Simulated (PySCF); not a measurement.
Molfile (atoms numbered from 1):
```
C3H3ClO
     RDKit          3D

  8  7  0  0  0  0  0  0  0  0999 V2000
   -1.1693   -0.4633   -0.0784 C   0  0  0  0  0  0  0  0  0  0  0  0
   -0.0003   -0.1215    0.4500 C   0  0  0  0  0  0  0  0  0  0  0  0
    1.0159    0.5380   -0.3885 C   0  0  0  0  0  0  0  0  0  0  0  0
    0.9333    0.8179   -1.5358 O   0  0  0  0  0  0  0  0  0  0  0  0
    2.4979    0.9113    0.5332 Cl  0  0  0  0  0  0  0  0  0  0  0  0
   -1.3833   -0.2622   -1.1220 H   0  0  0  0  0  0  0  0  0  0  0  0
   -1.9333   -0.9488    0.5164 H   0  0  0  0  0  0  0  0  0  0  0  0
    0.2513   -0.3039    1.4862 H   0  0  0  0  0  0  0  0  0  0  0  0
  1  2  2  0
  2  3  1  0
  3  4  2  0
  3  5  1  0
  1  6  1  0
  1  7  1  0
  2  8  1  0
M  END
```

[PySCF 2.14: structure optimised with PBE0-D3(BJ)/def2-TZVP; GIAO B97-2/pcSseg-2 shieldings; relativity neglected; gas phase; one computed conformer]

Referencing at the same level of theory: TMS for 13C and 1H; H2O for 17O; 35Cl against HCl.

```
atoms  nucleus  count  δ (ppm)
   O4      17O      1    531.5
   H7       1H      1        ?
   C3      13C      1    178.0
   H6       1H      1     6.89
   C1      13C      1    143.4
   H8       1H      1     6.62
   C2      13C      1        ?
  Cl5     35Cl      1      478
```

**Question.** Estimate the values marked ?.

**Answer.** 
- C2: 142.6 ppm, α carbon of a C=C–C=O unit; an sp2 carbon of a C=C bond
- H7: 6.07 ppm, hydrogen on a β carbon of a C=C–C=O unit; olefinic region

Carbons that carry Cl, above all several Cl atoms, come out too deshielded, partly because spin–orbit coupling is missing. Shifts are as computed. Against solution values, carbons near 30 ppm lie about +3 ppm off and those near 130 ppm about +7 ppm; carbons on Cl a further +5 ppm. Of 1211 compounds with measured shifts, 218 miss one by over three times the rms of a fit or turn the order of signals round; such compounds aren't used in these exercises. Unscaled 17O shifts of doubly bonded oxygen tend to come out too high, by tens of ppm or more. Experimental scales use liquid or dissolved standards, which lie at an offset from isolated H2O (liquid H2O: subtract about 36 ppm).
